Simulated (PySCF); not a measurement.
**How the method moves the adiabatic energies of losing or gaining an electron of `c1cc[s+]cc1` ([C5H5S]+)**

All levels share the PBE0-D3(BJ)/def2-SVP structures and the GFN2-xTB thermal terms; only the single-point energies (PySCF) change. Values are adiabatic energies of losing or gaining an electron (0 K, eV).

```jsonl
{"level": "PBE0-D3(BJ)/6-31G*", "recombination energy to the radical": "6.04"}
{"level": "PBE0-D3(BJ)/cc-pVDZ", "recombination energy to the radical": "6.15"}
{"level": "M06-2X/ma-def2-TZVP (grid 3)", "recombination energy to the radical": "6.16"}
{"level": "PBE0-D3(BJ)/ma-def2-TZVP", "recombination energy to the radical": "6.17"}
{"level": "PBE0-D3(BJ)/6-311+G**", "recombination energy to the radical": "6.23"}
{"level": "PBE0-D3(BJ)/6-31G", "recombination energy to the radical": "6.29"}
```

At PBE0-D3(BJ)/6-31G a relaxed species lies above the same state at the other structure, so the structures fit that level poorly.

The spread: 0.25 eV, from 6.04 to 6.29.
